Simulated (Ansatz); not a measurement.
The inner images of a band of H5SSi2 (8 atoms, charge 0, multiplicity 2) are given out of order.

All numbers below come from Ansatz, UKS revPBE/def2-SVP.

Initial state:

```xyz
8
Properties=species:S:1:pos:R:3
Si -1.335 1.020 -0.883
S -0.397 -0.939 -0.916
Si 0.838 -0.843 0.878
H -2.095 1.122 -2.182
H -0.306 2.127 -0.794
H 1.589 -2.143 0.910
H -0.005 -0.710 2.117
H 1.804 0.309 0.815
```

Final state:

```xyz
8
Properties=species:S:1:pos:R:3
Si -0.834 1.168 -1.253
S -0.361 -0.928 -0.944
Si 0.919 -0.818 0.818
H -1.880 1.182 -2.342
H -1.386 1.803 0.006
H 1.268 -2.242 1.141
H 0.194 -0.190 1.978
H 2.172 -0.033 0.539
```

Question: Put them in order from the first end to the last, with their energies above the first end.
A.
```xyz
8
Properties=species:S:1:pos:R:3
Si -1.185 1.097 -0.882
S -0.298 -0.882 -0.964
Si 0.823 -0.871 0.908
H -2.314 1.095 -1.881
H -0.193 2.187 -1.224
H 1.651 -2.124 0.887
H -0.109 -0.893 2.088
H 1.718 0.334 1.012
```
B.
```xyz
8
Properties=species:S:1:pos:R:3
Si -0.783 1.104 -1.377
S -0.413 -0.991 -0.935
Si 0.854 -0.815 0.831
H -2.066 1.142 -2.171
H -0.938 1.902 -0.100
H 1.421 -2.186 1.062
H 0.051 -0.386 2.028
H 1.966 0.172 0.605
```
C.
```xyz
8
Properties=species:S:1:pos:R:3
Si -1.030 1.129 -0.899
S -0.074 -0.808 -1.092
Si 0.809 -0.887 0.901
H -2.428 1.066 -1.455
H -0.243 2.233 -1.564
H 1.612 -2.156 0.939
H -0.261 -0.927 1.958
H 1.707 0.294 1.156
```
D.
```xyz
8
Properties=species:S:1:pos:R:3
Si -0.807 1.044 -1.477
S -0.304 -1.025 -1.041
Si 0.805 -0.796 0.821
H -2.276 1.114 -1.822
H -0.520 1.915 -0.271
H 1.476 -2.118 1.061
H -0.123 -0.481 1.961
H 1.840 0.290 0.712
```
E.
```xyz
8
Properties=species:S:1:pos:R:3
Si -0.965 0.955 -1.532
S -0.024 -0.969 -1.209
Si 0.748 -0.805 0.824
H -2.361 1.044 -0.962
H -0.123 2.106 -1.039
H 1.537 -2.065 1.052
H -0.365 -0.717 1.832
H 1.646 0.394 0.979
```
F.
```xyz
8
Properties=species:S:1:pos:R:3
Si -0.952 1.022 -1.229
S 0.092 -0.847 -1.211
Si 0.771 -0.871 0.871
H -2.418 1.059 -0.953
H -0.218 2.282 -1.549
H 1.565 -2.141 1.033
H -0.396 -0.876 1.819
H 1.647 0.316 1.164
```
G.
```xyz
8
Properties=species:S:1:pos:R:3
Si -0.882 0.993 -1.526
S -0.156 -1.018 -1.148
Si 0.770 -0.790 0.814
H -2.385 1.069 -1.389
H -0.229 1.982 -0.589
H 1.503 -2.077 1.067
H -0.267 -0.579 1.883
H 1.738 0.362 0.832
```

Answer: A (+0.02 eV), C (+0.06 eV), F (+0.31 eV), E (+0.08 eV), G (+0.05 eV), D (+0.03 eV), B (+0.01 eV).

Run time: 2.4 min on 2 threads of Intel(R) Xeon(R) Platinum 8488C (Sapphire Rapids) (shared host), peak memory 0.19 GiB.
